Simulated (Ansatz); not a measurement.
**CH₄Si₂ (SMILES [SiH2]=C=[SiH2]): functionals against CCSD(T) at one geometry**

A test off equilibrium: a frame of a short trajectory is computed at several levels, and each is set against CCSD(T).

Program: Ansatz 0.2.0, Gaussian basis. Level of theory: single points in def2-TZVPP. These are calculated values, not measurements.

Cores are frozen in the correlated methods.

### 1 Where the work starts

7 atoms, charge 0, spin multiplicity 1.

Atoms are counted from 1 here; the program's logs count them from 0.

Bond lengths: Si1–C2 1.719 Å, Si1–H4 1.519 Å, Si1–H5 1.533 Å, C2–Si3 1.754 Å, Si3–H6 1.533 Å, Si3–H7 1.527 Å. Angles: C2–Si1–H4 135.6°, C2–Si1–H5 114.0°, H4–Si1–H5 110.4°, Si1–C2–Si3 135.8°, C2–Si3–H6 137.4°, C2–Si3–H7 122.6°, H6–Si3–H7 99.4°.

Coordinates:

```tsv
atom	x (Å)	y (Å)	z (Å)
Si1	-1.30375	0.36176	-0.86989
C2	0.37257	0.19459	-0.52914
Si3	1.33024	-0.36567	0.82908
H4	-2.59431	0.13992	-0.10068
H5	-1.60551	0.87302	-2.28365
H6	1.10349	-0.70546	2.30680
H7	2.85473	-0.43412	0.78769
```

### 2 PBE-D4/def2-TZVPP

Input file run/in.yaml:

```yaml
crystal:
  periodic: [false, false, false]
  atoms:
    - {symbol: Si, position_ang: [-1.303748, 0.361763, -0.869891]}
    - {symbol: C, position_ang: [0.372570, 0.194591, -0.529141]}
    - {symbol: Si, position_ang: [1.330238, -0.365666, 0.829075]}
    - {symbol: H, position_ang: [-2.594309, 0.139915, -0.100678]}
    - {symbol: H, position_ang: [-1.605514, 0.873022, -2.283647]}
    - {symbol: H, position_ang: [1.103491, -0.705458, 2.306798]}
    - {symbol: H, position_ang: [2.854734, -0.434120, 0.787688]}
basis:
  gaussian: {orbitals: def2-TZVPP}
hamiltonian: {xc: pbe, dispersion: d4}
output: {forces: true}
```

Started as:

```bash
> ansatz run in.yaml --threads 2 --pin off --events-out ev --progress --plain --max-ram 3481MiB
```

### 3 r2SCAN-D4/def2-TZVPP

Edit run/in.yaml of step 2 so:

```diff
@@ -12,3 +12,3 @@
   gaussian: {orbitals: def2-TZVPP}
-hamiltonian: {xc: pbe, dispersion: d4}
+hamiltonian: {xc: r2scan, dispersion: d4}
 output: {forces: true}
```

### 4 PBE0-D4/def2-TZVPP

Edit run/in.yaml of step 3 so:

```diff
@@ -12,3 +12,3 @@
   gaussian: {orbitals: def2-TZVPP}
-hamiltonian: {xc: r2scan, dispersion: d4}
-output: {forces: true}
+hamiltonian: {xc: pbe0, dispersion: d4}
+output: {forces: true, orbitals: {seedname: orbitals}}
```

### 5 wB97M-V/def2-TZVPP

Edit run/in.yaml of step 4 so:

```diff
@@ -12,3 +12,3 @@
   gaussian: {orbitals: def2-TZVPP}
-hamiltonian: {xc: pbe0, dispersion: d4}
-output: {forces: true, orbitals: {seedname: orbitals}}
+hamiltonian: {xc: {name: wB97M-V}}
+output: {forces: true}
```

### 6 CCSD(T)/def2-TZVPP

Edit run/in.yaml of step 5 so:

```diff
@@ -12,3 +12,3 @@
   gaussian: {orbitals: def2-TZVPP}
-hamiltonian: {xc: {name: wB97M-V}}
+correlation: {method: ccsd_t}
 output: {forces: true}
```

(Steps that only read results are left out.)

Q: Predict the outcome of this session. Wanted: energy less free atoms, CCSD(T)/def2-TZVPP; RMS force component; RMS force error; HOMO and LUMO, PBE0-D4; T1 diagnostic.

As calculated:

```
                                  quantity                                                             value
energy less free atoms, CCSD(T)/def2-TZVPP                                                        -20.415 eV
                       RMS force component                              0.388 to 0.576 eV/Å over the methods
                           RMS force error  PBE-D4 0.145, r2SCAN-D4 0.102, PBE0-D4 0.151, wB97M-V 0.194 eV/Å
                    HOMO and LUMO, PBE0-D4                                                -5.87 and -3.03 eV
                             T1 diagnostic                                                             0.018
```

What this shows: Against CCSD(T) the functionals' energies less atoms differ by -0.948 to -0.502 eV, PBE-D4 by -0.948 eV. CCSD(T) in triple zeta still lacks some correlation energy of the bonds, so part of these gaps is its own basis error and they don't rank the functionals. For forces r2SCAN-D4 does best and wB97M-V worst. Frozen-core CCSD(T) forces in triple zeta carry basis errors of their own, and this is one geometry, so small gaps rank nothing.
